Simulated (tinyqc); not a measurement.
Worked calculation: CIS on RHF in the sto-3g basis, frozen core, for H2O, spin multiplicity 1. Computed by tinyqc, a small Python program that keeps every step (integrals from PySCF). Settings: charge = 0, multiplicity = 1, basis = sto-3g, method = RHF, frozen orbitals = 1, energy threshold = 1e-10, iteration cap = 83, orthogonalisation = canonical, start = atomic densities, DIIS depth = 6. Command: `OMP_NUM_THREADS=1 python tinyqc.py 26027 26028 out.jsonl` (the two numbers bound the seeds that draw the settings). One thread of a shared host (Intel(R) Xeon(R) Processor @ 2.60GHz), about 0.08 s of CPU time with the checks. The early iterations of the SCF are left out here.

## One-electron integrals

Geometry (angstrom):
```
atom         x          y         z
O     0.000000   0.000000  0.000000
H     0.000000   0.753000  0.596000
H     0.000000  -0.753000  0.596000
```

Basis sto-3g: exponents (1/bohr^2) and contraction coefficients of normalised primitives:
```
element  l (shell)    exponent  coefficient
O            s (1)  130.709320     0.154329
O            s (1)   23.808861     0.535328
O            s (1)    6.443608     0.444635
O            s (2)    5.033151    -0.099967
O            s (2)    1.169596     0.399513
O            s (2)    0.380389     0.700115
O            p (3)    5.033151     0.155916
O            p (3)    1.169596     0.607684
O            p (3)    0.380389     0.391957
H            s (1)    3.425251     0.154329
H            s (1)    0.623914     0.535328
H            s (1)    0.168855     0.444635
```

Overlap, kinetic and nuclear-attraction integrals over the contracted functions; the nuclear repulsion is the sum of Za Zb / Rab.

nuclear repulsion = 9.16801040 hartree

overlap S, lower triangle:
```
           1O 1s     1O 2s    1O 2px     1O 2py    1O 2pz     2H 1s     3H 1s
1O 1s   1.000000
1O 2s   0.236704  1.000000
1O 2px  0.000000  0.000000  1.000000
1O 2py  0.000000  0.000000  0.000000   1.000000
1O 2pz  0.000000  0.000000  0.000000   0.000000  1.000000
2H 1s   0.053579  0.472758  0.000000   0.307655  0.243510  1.000000
3H 1s   0.053579  0.472758  0.000000  -0.307655  0.243510  0.254588  1.000000
```

kinetic energy T (hartree), lower triangle:
```
            1O 1s     1O 2s    1O 2px     1O 2py    1O 2pz     2H 1s     3H 1s
1O 1s   29.003200
1O 2s   -0.168011  0.808128
1O 2px   0.000000  0.000000  2.528731
1O 2py   0.000000  0.000000  0.000000   2.528731
1O 2pz   0.000000  0.000000  0.000000   0.000000  2.528731
2H 1s   -0.002729  0.127113  0.000000   0.221021  0.174938  0.760032
3H 1s   -0.002729  0.127113  0.000000  -0.221021  0.174938  0.009135  0.760032
```

nuclear attraction V (hartree), lower triangle:
```
             1O 1s       1O 2s     1O 2px      1O 2py      1O 2pz      2H 1s      3H 1s
1O 1s   -61.720534
1O 2s    -7.443946  -10.139688
1O 2px    0.000000    0.000000  -9.983725
1O 2py    0.000000    0.000000   0.000000  -10.136307
1O 2pz   -0.019143   -0.225432   0.000000    0.000000  -10.079313
2H 1s    -1.733766   -3.849587   0.000000   -2.226537   -1.836488  -5.826604
3H 1s    -1.733766   -3.849587   0.000000    2.226537   -1.836488  -1.629042  -5.826604
```

core Hamiltonian H = T + V (hartree), lower triangle:
```
             1O 1s      1O 2s     1O 2px     1O 2py     1O 2pz      2H 1s      3H 1s
1O 1s   -32.717334
1O 2s    -7.611957  -9.331561
1O 2px    0.000000   0.000000  -7.454993
1O 2py    0.000000   0.000000   0.000000  -7.607576
1O 2pz   -0.019143  -0.225432   0.000000   0.000000  -7.550582
2H 1s    -1.736495  -3.722474   0.000000  -2.005516  -1.661549  -5.066572
3H 1s    -1.736495  -3.722474   0.000000   2.005516  -1.661549  -1.619908  -5.066572
```

## Two-electron integrals

Functions are numbered as in S; the eight-fold symmetry (ij|kl) = (ji|kl) = (kl|ij) leaves the list below.

Two-electron integrals (ij|kl) in chemists' order, unique and non-zero (hartree):
```
(11|11) 4.785065    (21|11) 0.741380    (21|21) 0.136873    (22|11) 1.118947
(22|21) 0.256633    (22|22) 0.817206    (31|31) 0.024477    (32|31) 0.037809
(32|32) 0.180518    (33|11) 1.115814    (33|21) 0.256684    (33|22) 0.817023
(33|33) 0.880159    (41|41) 0.024477    (42|41) 0.037809    (42|42) 0.180518
(43|43) 0.047444    (44|11) 1.115814    (44|21) 0.256684    (44|22) 0.817023
(44|33) 0.785270    (44|44) 0.880159    (51|51) 0.024477    (52|51) 0.037809
(52|52) 0.180518    (53|53) 0.047444    (54|54) 0.047444    (55|11) 1.115814
(55|21) 0.256684    (55|22) 0.817023    (55|33) 0.785270    (55|44) 0.785270
(55|55) 0.880159    (61|11) 0.170510    (61|21) 0.031200    (61|22) 0.058078
(61|33) 0.057968    (61|41) 0.001125    (61|42) 0.002101    (61|44) 0.058176
(61|51) 0.000891    (61|52) 0.001663    (61|54) 0.000164    (61|55) 0.058098
(61|61) 0.007204    (62|11) 0.401476    (62|21) 0.093175    (62|22) 0.326938
(62|33) 0.321499    (62|41) 0.005464    (62|42) 0.041178    (62|44) 0.331343
(62|51) 0.004325    (62|52) 0.032593    (62|54) 0.007792    (62|55) 0.327666
(62|61) 0.021628    (62|62) 0.159915    (63|31) 0.009909    (63|32) 0.057100
(63|43) 0.008626    (63|53) 0.006828    (63|63) 0.023198    (64|11) 0.222181
(64|21) 0.052247    (64|22) 0.195807    (64|33) 0.186858    (64|41) 0.012605
(64|42) 0.080564    (64|44) 0.209877    (64|51) 0.002133    (64|52) 0.018571
(64|54) 0.011392    (64|55) 0.190471    (64|61) 0.012682    (64|62) 0.116333
(64|64) 0.106883    (65|11) 0.175857    (65|21) 0.041354    (65|22) 0.154982
(65|33) 0.147898    (65|41) 0.002133    (65|42) 0.018571    (65|44) 0.152463
(65|51) 0.011598    (65|52) 0.071799    (65|54) 0.012239    (65|55) 0.164413
(65|61) 0.010037    (65|62) 0.092078    (65|64) 0.066237    (65|65) 0.075624
(66|11) 0.530510    (66|21) 0.125124    (66|22) 0.502154    (66|33) 0.481706
(66|41) 0.009784    (66|42) 0.100537    (66|44) 0.519045    (66|51) 0.007744
(66|52) 0.079575    (66|54) 0.029554    (66|55) 0.505098    (66|61) 0.029328
(66|62) 0.304671    (66|64) 0.253194    (66|65) 0.200403    (66|66) 0.774606
(71|11) 0.170510    (71|21) 0.031200    (71|22) 0.058078    (71|33) 0.057968
(71|41) -0.001125   (71|42) -0.002101   (71|44) 0.058176    (71|51) 0.000891
(71|52) 0.001663    (71|54) -0.000164   (71|55) 0.058098    (71|61) 0.007095
(71|62) 0.020961    (71|64) 0.011197    (71|65) 0.009734    (71|66) 0.028083
(71|71) 0.007204    (72|11) 0.401476    (72|21) 0.093175    (72|22) 0.326938
(72|33) 0.321499    (72|41) -0.005464   (72|42) -0.041178   (72|44) 0.331343
(72|51) 0.004325    (72|52) 0.032593    (72|54) -0.007792   (72|55) 0.327666
(72|61) 0.020961    (72|62) 0.131097    (72|64) 0.065445    (72|65) 0.073449
(72|66) 0.206920    (72|71) 0.021628    (72|72) 0.159915    (73|31) 0.009909
(73|32) 0.057100    (73|43) -0.008626   (73|53) 0.006828    (73|63) 0.018434
(73|73) 0.023198    (74|11) -0.222181   (74|21) -0.052247   (74|22) -0.195807
(74|33) -0.186858   (74|41) 0.012605    (74|42) 0.080564    (74|44) -0.209877
(74|51) -0.002133   (74|52) -0.018571   (74|54) 0.011392    (74|55) -0.190471
(74|61) -0.011197   (74|62) -0.065445   (74|64) -0.014662   (74|65) -0.035807
(74|66) -0.090542   (74|71) -0.012682   (74|72) -0.116333   (74|74) 0.106883
(75|11) 0.175857    (75|21) 0.041354    (75|22) 0.154982    (75|33) 0.147898
(75|41) -0.002133   (75|42) -0.018571   (75|44) 0.152463    (75|51) 0.011598
(75|52) 0.071799    (75|54) -0.012239   (75|55) 0.164413    (75|61) 0.009734
(75|62) 0.073449    (75|64) 0.035807    (75|65) 0.058956    (75|66) 0.127287
(75|71) 0.010037    (75|72) 0.092078    (75|74) -0.066237   (75|75) 0.075624
(76|11) 0.161720    (76|21) 0.037867    (76|22) 0.143750    (76|33) 0.140417
(76|44) 0.143192    (76|51) 0.002785    (76|52) 0.024731    (76|55) 0.147486
(76|61) 0.008703    (76|62) 0.069633    (76|64) 0.043599    (76|65) 0.045069
(76|66) 0.136273    (76|71) 0.008703    (76|72) 0.069633    (76|74) -0.043599
(76|75) 0.045069    (76|76) 0.036740    (77|11) 0.530510    (77|21) 0.125124
(77|22) 0.502154    (77|33) 0.481706    (77|41) -0.009784   (77|42) -0.100537
(77|44) 0.519045    (77|51) 0.007744    (77|52) 0.079575    (77|54) -0.029554
(77|55) 0.505098    (77|61) 0.028083    (77|62) 0.206920    (77|64) 0.090542
(77|65) 0.127287    (77|66) 0.344566    (77|71) 0.029328    (77|72) 0.304671
(77|74) -0.253194   (77|75) 0.200403    (77|76) 0.136273    (77|77) 0.774606
```

## Orthogonalisation

S = U s U^T; canonical form X = U s^(-1/2), so that X^T S X = 1. Each column of U has its largest component positive (the first on a tie).

eigenvalues of S: 0.344159  0.419376  0.884768  1.000000  1.094414  1.326035  1.931248

X:
```
                1          2          3         4          5          6         7
1O 1s   -0.305390   0.000000   0.757815  0.000000  -0.616939   0.000000  0.149643
1O 2s    1.183027   0.000000  -0.299561  0.000000  -0.302330   0.000000  0.418908
1O 2px   0.000000   0.000000   0.000000  1.000000   0.000000   0.000000  0.000000
1O 2py   0.000000   0.925994   0.000000  0.000000   0.000000   0.694941  0.000000
1O 2pz   0.552584   0.000000   0.647514  0.000000   0.640964   0.000000  0.196181
2H 1s   -0.744135  -0.873793  -0.153206  0.000000   0.124258   0.368229  0.375124
3H 1s   -0.744135   0.873793  -0.153206  0.000000   0.124258  -0.368229  0.375124
```

## Iteration 8 (converged): orbitals

converged F (hartree), lower triangle:
```
             1O 1s      1O 2s     1O 2px     1O 2py     1O 2pz      2H 1s      3H 1s
1O 1s   -20.235004
1O 2s    -5.163316  -2.446072
1O 2px    0.000000   0.000000  -0.391972
1O 2py    0.000000   0.000000   0.000000  -0.315816
1O 2pz   -0.029407  -0.127104   0.000000   0.000000  -0.351143
2H 1s    -1.186720  -1.019638   0.000000  -0.392465  -0.371588  -0.575744
3H 1s    -1.186720  -1.019638   0.000000   0.392465  -0.371588  -0.395398  -0.575744
```

Diagonalise F' = X^T F X, C = X C', fill 5 alpha and 5 beta electrons from the bottom; D = 2 C_occ C_occ^T. Each column has its largest component positive (the first on a tie).

F' = X^T F X (hartree), lower triangle:
```
           1         2          3          4          5          6          7
1   0.204204
2   0.000000  0.724020
3   1.581998  0.000000  -9.156844
4   0.000000  0.000000   0.000000  -0.391972
5  -1.104603  0.000000   8.952376   0.000000  -9.554405
6   0.000000  0.121816   0.000000   0.000000   0.000000  -0.603151
7   0.124830  0.000000  -3.781033   0.000000   4.018832   0.000000  -2.855917
```

orbital energies (hartree): MO1 -20.243811, MO2 -1.268301, MO3 -0.614239, MO4 -0.455607, MO5 -0.391972, MO6 0.604757, MO7 0.735109

coefficients C:
```
              MO1        MO2        MO3        MO4       MO5        MO6        MO7
1O 1s    0.994140  -0.232807   0.000000   0.103808  0.000000  -0.131391   0.000000
1O 2s    0.026479   0.834357   0.000000  -0.539594  0.000000   0.876449   0.000000
1O 2px   0.000000   0.000000   0.000000   0.000000  1.000000   0.000000   0.000000
1O 2py   0.000000   0.000000   0.608138   0.000000  0.000000   0.000000   0.985179
1O 2pz   0.004355   0.129823   0.000000   0.772158  0.000000   0.748895   0.000000
2H 1s   -0.005927   0.158296   0.445923   0.280449  0.000000  -0.793487  -0.836815
3H 1s   -0.005927   0.158296  -0.445923   0.280449  0.000000  -0.793487   0.836815
```

D after iteration 8, lower triangle:
```
            1O 1s      1O 2s    1O 2px     1O 2py    1O 2pz      2H 1s     3H 1s
1O 1s    2.106579
1O 2s   -0.447868   1.976028
1O 2px   0.000000   0.000000  2.000000
1O 2py   0.000000   0.000000  0.000000   0.739663
1O 2pz   0.108524  -0.616435  0.000000   0.000000  1.226202
2H 1s   -0.027264  -0.038820  0.000000   0.542365  0.474151   0.605183
3H 1s   -0.027264  -0.038820  0.000000  -0.542365  0.474151  -0.190205  0.605183
```

## Convergence

Stop when the energy changes by less than 1e-10 hartree and every element of the error matrix X^T (F D S - S D F) X is below 3e-06.

Course of the cycle:
```
iteration   E (hartree)     change  largest element of the error matrix
1          -75.49492136          -                             1.43e+00
2          -74.92902666   5.66e-01                             2.64e-01
3          -74.96324267  -3.42e-02                             3.12e-02
4          -74.96366247  -4.20e-04                             5.93e-03
5          -74.96368640  -2.39e-05                             8.55e-05
6          -74.96368641  -1.40e-08                             2.14e-05
7          -74.96368641  -8.33e-10                             1.85e-07
8          -74.96368641  -8.53e-14                             5.74e-11
```

PySCF RHF in the same basis = -74.96368641 hartree

Converged in 8 iterations.

## Integrals over molecular orbitals

(pq|rs) = sum C_ip C_jq C_kr C_ls (ij|kl), one index at a time.

one-electron integrals over orbitals h = C^T H C (hartree), lower triangle:
```
            1          2          3          4          5          6          7
1  -32.699707
2    0.557850  -7.669504
3    0.000000   0.000000  -6.359680
4   -0.236758   0.435878   0.000000  -6.973882
5    0.000000   0.000000   0.000000   0.000000  -7.454993
6    0.302250  -1.379167   0.000000  -1.089609   0.000000  -5.346149
7    0.000000   0.000000  -1.706497   0.000000   0.000000   0.000000  -5.597367
```

Two-electron integrals over orbitals (pq|rs), unique and non-zero (hartree); the lowest 1 orbital is frozen and left out:
```
(22|22) 0.728409    (32|32) 0.144055    (33|22) 0.645200    (33|33) 0.632720
(42|22) 0.003697    (42|33) 0.006787    (42|42) 0.123998    (43|32) 0.019928
(43|43) 0.047592    (44|22) 0.674520    (44|33) 0.597904    (44|42) -0.104204
(44|44) 0.779658    (52|52) 0.144459    (53|53) 0.028798    (54|52) -0.047221
(54|54) 0.055929    (55|22) 0.747403    (55|33) 0.628837    (55|42) -0.069572
(55|44) 0.727469    (55|55) 0.880159    (62|22) 0.143053    (62|33) 0.076319
(62|42) 0.020919    (62|44) 0.086914    (62|55) 0.158256    (62|62) 0.101992
(63|32) -0.039180   (63|43) -0.028634   (63|63) 0.070195    (64|22) 0.095963
(64|33) 0.043633    (64|42) -0.033211   (64|44) 0.122451    (64|55) 0.117575
(64|62) 0.060714    (64|64) 0.070022    (65|52) 0.058750    (65|54) -0.001574
(65|65) 0.038478    (66|22) 0.615143    (66|33) 0.571713    (66|42) 0.058078
(66|44) 0.549858    (66|55) 0.589850    (66|62) 0.097559    (66|64) 0.044848
(66|66) 0.598093    (72|32) 0.040329    (72|43) -0.034414   (72|63) 0.035341
(72|72) 0.061934    (73|22) 0.137971    (73|33) 0.090219    (73|42) -0.077055
(73|44) 0.158916    (73|55) 0.189762    (73|62) 0.076437    (73|64) 0.079627
(73|66) 0.038115    (73|73) 0.152982    (74|32) -0.077474   (74|43) 0.001830
(74|63) 0.044495    (74|72) -0.016530   (74|74) 0.069481    (75|53) 0.023669
(75|75) 0.024274    (76|32) 0.097877    (76|43) 0.047974    (76|63) -0.063663
(76|72) -0.010242   (76|74) -0.058134   (76|76) 0.114672    (77|22) 0.623653
(77|33) 0.610282    (77|42) -0.013487   (77|44) 0.606876    (77|55) 0.623954
(77|62) 0.068718    (77|64) 0.041540    (77|66) 0.566586    (77|73) 0.092077
(77|77) 0.618597
```

## CIS matrix, singlets

A(ia,jb) = (e_a - e_i) d_ij d_ab + 2 (ia|jb) - (ij|ab).

CIS matrix A, singlet (hartree), lower triangle:
```
          2>6        2>7       3>6       3>7       4>6       4>7       5>6       5>7
2>6  1.461899
2>7  0.000000   1.503625
3>6  0.000000  -0.027196  0.787673
3>7  0.054997   0.000000  0.000000  1.045028
4>6  0.063350   0.000000  0.000000  0.111281  0.650550
4>7  0.000000  -0.019573  0.041016  0.000000  0.000000  0.722801
5>6  0.000000   0.000000  0.000000  0.000000  0.000000  0.000000  0.483836
5>7  0.000000   0.000000  0.000000  0.000000  0.000000  0.000000  0.000000  0.551675
```

## CIS singlet states

dipole integrals <i|r|a> (bohr):
```
            x          y          z
2>6  0.000000   0.000000  -0.114729
2>7  0.000000  -0.139330   0.000000
3>6  0.000000  -0.822321   0.000000
3>7  0.000000   0.000000  -0.647661
4>6  0.000000   0.000000  -0.491206
4>7  0.000000  -0.667273   0.000000
5>6  0.073108   0.000000   0.000000
5>7  0.000000   0.000000   0.000000
```

Diagonalise A (1 hartree = 27.211386 eV); each vector has its largest component positive (the first on a tie). The transition dipole is mu = sqrt2 sum c_ia <i|r|a>.

singlet excitation energies (eV): 13.165842  15.011845  16.833965  19.126971  21.931475  28.909095  40.176281  40.959331

lowest vectors:
```
      state 1   state 2    state 3    state 4   state 5    state 6
2>6  0.000000  0.000000  -0.056710   0.000000  0.000000  -0.168767
2>7  0.000000  0.000000   0.000000   0.007298  0.047236   0.000000
3>6  0.000000  0.000000   0.000000  -0.433635  0.900227   0.000000
3>7  0.000000  0.000000  -0.245263   0.000000  0.000000   0.957762
4>6  0.000000  0.000000   0.967796   0.000000  0.000000   0.232831
4>7  0.000000  0.000000   0.000000   0.901059  0.432852   0.000000
5>6  1.000000  0.000000   0.000000   0.000000  0.000000   0.000000
5>7  0.000000  1.000000   0.000000   0.000000  0.000000   0.000000
```

oscillator strengths 2/3 w |mu|^2: 0.003448  0.000000  0.079285  0.056569  1.152692  0.724790

## CIS matrix, triplets

A(ia,jb) = (e_a - e_i) d_ij d_ab - (ij|ab).

CIS matrix A, triplet (hartree), lower triangle:
```
           2>6        2>7        3>6        3>7       4>6       4>7       5>6       5>7
2>6   1.257916
2>7   0.000000   1.379757
3>6   0.000000  -0.097877   0.647283
3>7  -0.097877   0.000000   0.000000   0.739065
4>6  -0.058078   0.000000   0.000000  -0.047974  0.510506
4>7   0.000000   0.013487  -0.047974   0.000000  0.000000  0.583839
5>6   0.000000   0.000000   0.000000   0.000000  0.000000  0.000000  0.406879
5>7   0.000000   0.000000   0.000000   0.000000  0.000000  0.000000  0.000000  0.503127
```

## CIS triplet states

Diagonalise A (1 hartree = 27.211386 eV); each vector has its largest component positive (the first on a tie).

triplet excitation energies (eV): 11.071753  13.413999  13.690795  15.142133  17.995654  20.018808  34.799405  37.907842

lowest vectors:
```
      state 1   state 2   state 3   state 4    state 5    state 6
2>6  0.000000  0.102854  0.000000  0.000000   0.000000   0.152455
2>7  0.000000  0.000000  0.000000  0.045892   0.125735   0.000000
3>6  0.000000  0.000000  0.000000  0.504801   0.853142   0.000000
3>7  0.000000  0.229565  0.000000  0.000000   0.000000   0.957869
4>6  0.000000  0.967843  0.000000  0.000000   0.000000  -0.243401
4>7  0.000000  0.000000  0.000000  0.862015  -0.506299   0.000000
5>6  1.000000  0.000000  0.000000  0.000000   0.000000   0.000000
5>7  0.000000  0.000000  1.000000  0.000000   0.000000   0.000000
```
